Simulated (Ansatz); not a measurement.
Geometry optimisation, RKS PBE0/6-31G* (Ansatz 0.2.0).

Input file:

```yaml
crystal:
  periodic: [false, false, false]
  atoms:
    - { symbol: C, position_ang: [-0.6341, 0.8082, -0.2546] }
    - { symbol: C, position_ang: [-0.0077, -0.4903, -0.2869] }
    - { symbol: "N", position_ang: [0.9086, -0.7078, 0.6535] }
    - { symbol: S, position_ang: [-0.2956, -1.6518, -1.4098] }
    - { symbol: H, position_ang: [-0.5078, 1.3659, -1.2318] }
    - { symbol: H, position_ang: [-1.7606, 0.74, -0.1264] }
    - { symbol: H, position_ang: [-0.2734, 1.481, 0.5494] }
    - { symbol: H, position_ang: [-0.0345, -2.89506, -1.94882] }
    - { symbol: H, position_ang: [1.199, -0.0065, 1.4093] }
basis:
  gaussian: { orbitals: "6-31G*" }
hamiltonian:
  xc: pbe0
relax:
  f_tol: 0.02
  max_steps: 50
output:
  orbitals: {}
```

Command:

```bash
$ ansatz run input.yaml --threads 1 --pin off --max-ram 2048MiB --backend cpu --events-out ev --progress --plain --runs-dir out
```

Where does it end, and by what steps?

The forces met the threshold. After 7 steps the energy has fallen by 3.043 eV; H8 moved furthest, 0.77 Å.

```tsv
step	energy less start (eV)	largest force component (eV/Å)	accepted
0	0.0000	7.966	yes
1	-2.0114	3.827	yes
2	-2.7603	1.410	yes
3	-2.9471	1.139	yes
4	-3.0109	0.929	yes
5	-3.0304	0.422	yes
6	-3.0431	0.051	yes
7	-3.0432	0.012	yes
```

```xyz
9
Properties=species:S:1:pos:R:3
C -0.664 0.842 -0.270
C 0.023 -0.496 -0.302
N 0.916 -0.935 0.486
S -0.545 -1.528 -1.637
H -0.510 1.381 -1.212
H -1.744 0.719 -0.134
H -0.274 1.452 0.550
H 0.258 -2.560 -1.323
H 1.133 -0.231 1.195
```

Whether the end is a true minimum wasn't checked by a vibrational analysis.

Run time: 39 s on 1 thread of Intel(R) Xeon(R) Processor @ 2.70GHz (shared host), peak memory 0.15 GiB.
